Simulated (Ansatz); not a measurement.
in.yaml

```yaml
crystal:
  periodic: [false, false, false]
  atoms:
    - {symbol: Ga, position_ang: [0.000000, 0.093764, 0.821607]}
    - {symbol: P, position_ang: [0.000000, 0.284432, -1.589191]}
    - {symbol: N, position_ang: [0.000000, -1.095724, -0.575558]}
basis:
  gaussian: {orbitals: cc-pVDZ}
total_charge: 1
magnetization: {spin_polarized: false, initial_magnetization: 4}
hamiltonian: {xc: {name: PBE0}}
correlation: {method: ccsd, electrons: outside_noble_gas}
output: {forces: true}
```

```sh
$ ansatz run in.yaml --threads 1 --pin off --events-out ev --progress --plain --max-ram 2393MiB
```

The program prints:

```
652 factors; integrals over basis functions are off by at most 9.4e-4 eV
mean field evaluation 1: about -63111.8446 eV, gradient 7.6e1 eV
mean field evaluation 2: about -63111.9639 eV, gradient 7.6e1 eV
mean field evaluation 4: about -63125.9698 eV, gradient 3.1e1 eV
mean field evaluation 8: about -63130.3459 eV, gradient 5.5e-1 eV
mean field evaluation 16: about -63130.3656 eV, gradient 5.4e-3 eV
mean field evaluation 32: about -63130.4788 eV, gradient 1.5e0 eV
mean field evaluation 64: about -63082.9041 eV, gradient 3.3e1 eV
mean field -63130.57768080 eV, -2320.0059383271 hartree, gradient 1.0e-6 eV, S^2 6.000000; 3 other end points of the search recorded, 0 dependent functions left out
mean field evaluation 96: about -63070.8749 eV, gradient 3.1e1 eV
mean field evaluation 128: about -63073.4120 eV, gradient 3.9e0 eV
20 core orbitals not correlated: weight in the atoms' cores, before any rotation towards them, 0.864 or more for the frozen orbitals, at most 0.134 for the correlated occupied ones
reference -63075.69593341 eV, -2317.9890713106 hartree; 8, 4 occupied and 31, 35 virtual orbitals, 652 factors
second order -6.70771289 eV of doubles, -0.42923494 eV of singles
cycle   1  -7.33908483 eV  change   -2.0e-1 eV  update   8.0e-2
cycle   2  -7.58001849 eV  change   -2.4e-1 eV  update   2.6e-2
cycle   3  -7.64547587 eV  change   -6.5e-2 eV  update   1.2e-2
cycle   4  -7.64790604 eV  change   -2.4e-3 eV  update   4.3e-3
cycle   5  -7.64955046 eV  change   -1.6e-3 eV  update   2.3e-3
cycle   6  -7.64956641 eV  change   -1.6e-5 eV  update   9.9e-4
cycle   7  -7.64981074 eV  change   -2.4e-4 eV  update   3.9e-4
cycle   8  -7.64990962 eV  change   -9.9e-5 eV  update   1.6e-4
cycle   9  -7.64986766 eV  change    4.2e-5 eV  update   6.4e-5
cycle  10  -7.64986658 eV  change    1.1e-6 eV  update   2.3e-5
cycle  11  -7.64987227 eV  change   -5.7e-6 eV  update   9.2e-6
cycle  12  -7.64986933 eV  change    2.9e-6 eV  update   4.3e-6
cycle  13  -7.64987082 eV  change   -1.5e-6 eV  update   1.7e-6
cycle  14  -7.64986940 eV  change    1.4e-6 eV  update   7.7e-7
cycle  15  -7.64986925 eV  change    1.5e-7 eV  update   3.2e-7
cycle  16  -7.64986939 eV  change   -1.4e-7 eV  update   1.7e-7
cycle  17  -7.64986936 eV  change    3.0e-8 eV  update   9.5e-8
cycle  18  -7.64986938 eV  change   -1.7e-8 eV  update   5.6e-8
the calculation of the forces begins
Total energy: -63083.34580279 eV, -2318.2701988249 hartree
Atom 0 at     0.000000     0.093764     0.821607 Å, force    -0.000000     1.675240     3.471729 eV/Å
Atom 1 at     0.000000     0.284432    -1.589191 Å, force     0.000000     3.493393    -3.861890 eV/Å
Atom 2 at     0.000000    -1.095724    -0.575558 Å, force     0.000000    -5.168633     0.390161 eV/Å
Dipole moment:    -0.000000     0.213479     0.349420 e Å
```

Forces (eV/Å):
```
Ga   0.000  1.675  3.472
P    0.000  3.493 -3.862
N    0.000 -5.169  0.390
```

Ran on 1 thread of Arm Neoverse V2, shared host: 24 s wall, 0.21 GiB peak host memory.
